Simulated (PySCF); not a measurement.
## Nuclear quadrupole coupling in `ClC=C(Cl)Cl`

C₂HCl₃.
Z-matrix (Å and degrees, PBE0-D3(BJ)/def2-TZVP geometry), rows numbered from 1:
```
Cl
C   1  1.7017
C   2  1.3293  1  123.86
Cl  3  1.7018  2  124.06  1     0.06
Cl  3  1.7137  2  120.09  1   179.91
H   2  1.0807  1  115.57  3   179.99
```

Field gradients from the PBE0/pcSseg-2 density (PySCF, non-relativistic), principal values in atomic units, ordered |Vxx| ≤ |Vyy| ≤ |Vzz|:

| atom | Vxx | Vyy | Vzz |
| --- | --- | --- | --- |
| Cl1 | -1.6620 | -2.2217 | 3.8837 |
| Cl4 | -1.7471 | -2.2421 | 3.9893 |
| Cl5 | -1.9031 | -2.1334 | 4.0365 |

Task: Find the asymmetry η = (Vxx − Vyy)/Vzz and the couplings χ = eQV/h (234.96 MHz × Q in barn × V in au), with Q(35Cl) = −0.0817 b.

Result: 
```csv
atom,environment,nucleus,η,χzz (MHz),χxx (MHz),χyy (MHz)
Cl1,vinyl chlorine,35Cl,0.14,-74.55,31.90,42.65
Cl4,vinyl chlorine,35Cl,0.12,-76.58,33.54,43.04
Cl5,vinyl chlorine,35Cl,0.06,-77.49,36.53,40.95
```

The tensor is traceless: Vxx + Vyy + Vzz = 0.

Task: What is Vzz at Cl1 in SI units (1 au = 9.71736 × 10²¹ V/m²)?

Result: 3.8837 au = 37.739 × 10²¹ V/m².

Task: What couplings would deuterons (Q(2H) = 0.00286 b) have in place of the hydrogens, at this geometry?

Result: 
```tsv
atom	bonded to	bond length (Å)	Vzz (au)	η	χzz (kHz)
H6	C2	1.081	0.2941	0.11	198
```

Geometry: PBE0-D3(BJ)/def2-TZVP; no solvent, vibrations or thermal averaging.

The run behind these numbers computed NMR shieldings as well. Hardware: AMD EPYC, 2 threads, no GPU, shared host with 64 logical CPUs at a one-minute load of 59. Cost: 39 s wall, 65 s CPU, 1.2 GiB resident at most.
